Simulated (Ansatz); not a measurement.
# SiNH₅ (built from SMILES N[SiH3]): search for a transition state

Aim: find the saddle point of a 1,1-elimination that is to form N2–H3 and break Si1–N2, Si1–H3, prove it by its vibrations, and relax downhill on both sides to see what it joins.

Program: Ansatz 0.2.0, Gaussian basis. Level of theory: PBE0-D4, def2-SVP first, then def2-TZVP. These are calculated values, not measurements.

114 further runs of the same task are left out: 114 set aside as unsound or not needed.

## 1. Starting geometry

The guess: 7 atoms, charge 0, spin multiplicity 1.

Atoms are counted from 1 here; the program's logs count them from 0.

Bond lengths: Si1–N2 2.004 Å, Si1–H3 1.700 Å, Si1–H4 1.468 Å, Si1–H5 1.468 Å, N2–H3 1.218 Å, N2–H6 1.011 Å, N2–H7 1.011 Å. Angles: N2–Si1–H3 37.3°, N2–Si1–H4 99.1°, N2–Si1–H5 99.2°, H3–Si1–H4 119.2°, H3–Si1–H5 119.4°, H4–Si1–H5 103.3°, Si1–N2–H3 57.7°, Si1–N2–H6 121.1°, Si1–N2–H7 121.0°, H3–N2–H6 118.8°, H3–N2–H7 118.7°, H6–N2–H7 110.5°, Si1–H3–N2 85.1°.

Geometry (Å):

```csv
atom,x (Å),y (Å),z (Å)
Si1,-0.76420,-0.12340,0.84700
N2,0.43250,-0.14880,-0.76020
H3,-0.47110,-0.95130,-0.60800
H4,-1.18860,1.28120,0.79980
H5,0.25780,-0.13240,1.90070
H6,0.34640,0.54960,-1.48580
H7,1.38710,-0.47500,-0.69350
```

Distances that are to change: N2–H3 1.22 Å, Si1–N2 2.00 Å, Si1–H3 1.70 Å.

## 2. Relaxing the guess with the reacting distances held

hold/in.yaml reads:

```yaml
crystal:
  periodic: [false, false, false]
  atoms:
    - {symbol: Si, position_ang: [-0.764200, -0.123400, 0.847000]}
    - {symbol: N, position_ang: [0.432500, -0.148800, -0.760200]}
    - {symbol: H, position_ang: [-0.471100, -0.951300, -0.608000]}
    - {symbol: H, position_ang: [-1.188600, 1.281200, 0.799800]}
    - {symbol: H, position_ang: [0.257800, -0.132400, 1.900700]}
    - {symbol: H, position_ang: [0.346400, 0.549600, -1.485800]}
    - {symbol: H, position_ang: [1.387100, -0.475000, -0.693500]}
basis:
  gaussian: {orbitals: def2-SVP}
hamiltonian: {xc: pbe0, dispersion: d4}
relax: {f_tol: 0.04, max_steps: 150, escape_saddle: false, constraints: [{distance: [1, 2]}, {distance: [0, 1]}, {distance: [0, 2]}]}
```

The run is started by

```bash
$ ansatz run in.yaml --threads 2 --pin off --events-out ev --progress --plain --max-ram 4352MiB
```

After this run come: Force constants to start from; Saddle search in the small basis; Saddle search in triple zeta; Vibrations at the point found; Relaxing after a step of 0.30 Å one way along the mode; Relaxing after a step of 0.30 Å the other way along the mode.

Q: Predict the outcome of this session. Wanted: imaginary mode; barrier from the start side; barrier from the end side; energy of the step; pairs that change; zero-point energy at the saddle.

**Answer**, as computed:

| quantity | value |
| --- | --- |
| imaginary mode | 1590i cm⁻¹ |
| barrier from the start side | 296.3 kJ/mol |
| barrier from the end side | 150.0 kJ/mol |
| energy of the step | +146.3 kJ/mol |
| pairs that change | N2–H3 formed, Si1–N2 loosened, Si1–H3 broken |
| zero-point energy at the saddle | 1.287 eV |

What this shows: The point has a single imaginary mode (1590i cm⁻¹), as a transition state must. The two relaxations end on the structures that were planned. A bond meant to break is only loosened at the end: the products stay bound as an adduct. At PBE0-D4/def2-TZVP the electronic barrier is 296.3 kJ/mol, about 120 kT at 298 K, and the step runs 146.3 kJ/mol uphill. With so stiff a mode tunnelling counts: Wigner's rough correction is a factor of 3.5 at 298 K. The ends are the nearest minima, not always the lowest complexes.
